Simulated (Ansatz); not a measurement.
Input file for Ansatz (a first-principles code): R-CCSD(T)/aug-cc-pVQZ on H2O (SMILES O).

Ansatz 0.2 input:
```yaml
crystal:
  periodic: [false, false, false]
  atoms:
    - {symbol: O, position_ang: [-0.00472553, 0.00000000, 1.71597466]}
    - {symbol: H, position_ang: [0.03211863, 0.75755459, 2.30172044]}
    - {symbol: H, position_ang: [0.03211863, -0.75755459, 2.30172044]}
basis:
  gaussian:
    orbitals: aug-cc-pVQZ
magnetization: {spin_polarized: false}
correlation: {method: ccsd_t, electrons: outside_noble_gas}
scf: {lower_state_search: off}
```

Program output:

```
WARN ansatz: RAYON_NUM_THREADS=2 ignored (pool sized by the plan → 2); use --threads N
Functional definition: HF
these checks for a lower state are left out or cut short: stability, starts, cluster_reference, orbital_swaps, neighbouring_geometries, increment
integrals: 0.53 GiB planned
1027 factors; integrals over basis functions are off by at most 7.1e-4 eV
mean field: 0.32 GiB planned
mean field evaluation 1: about -2067.9757 eV, gradient 3.4e1 eV
mean field evaluation 2: about -2067.9756 eV, gradient 3.4e1 eV
mean field evaluation 4: about -2069.8515 eV, gradient 1.4e0 eV
mean field evaluation 8: about -2069.8591 eV, gradient 4.4e-5 eV
mean field -2069.85908203 eV, -76.0659182636 hartree, gradient 1.0e-6 eV, S^2 0.000000; 0 other end points of the search recorded, 0 dependent functions left out
1 core orbitals not correlated
reference -2069.85908203 eV, -76.0659182636 hartree; 4, 4 occupied and 167, 167 virtual orbitals, 1027 factors
second order -7.78242734 eV of doubles, -0.00000000 eV of singles
coupled cluster: 1.05 GiB planned
cycle   1  -7.67475038 eV  change    1.1e-1 eV  update   4.6e-2
cycle   2  -7.81517186 eV  change   -1.4e-1 eV  update   1.3e-2
cycle   3  -7.84881175 eV  change   -3.4e-2 eV  update   5.8e-3
cycle   4  -7.84487241 eV  change    3.9e-3 eV  update   1.2e-3
cycle   5  -7.84472228 eV  change    1.5e-4 eV  update   4.7e-4
cycle   6  -7.84481377 eV  change   -9.1e-5 eV  update   1.1e-4
cycle   7  -7.84475862 eV  change    5.5e-5 eV  update   3.8e-5
cycle   8  -7.84474678 eV  change    1.2e-5 eV  update   1.0e-5
cycle   9  -7.84474583 eV  change    9.5e-7 eV  update   3.2e-6
perturbative correction -0.25522811 eV, -0.0093794599 hartree
Total energy: -2077.95905596 eV, -76.3635868154 hartree
Checks for a lower state left out: stability, starts, cluster_reference, orbital_swaps, neighbouring_geometries, increment
```

The run converged.

Cost: roughly 15 core-seconds.
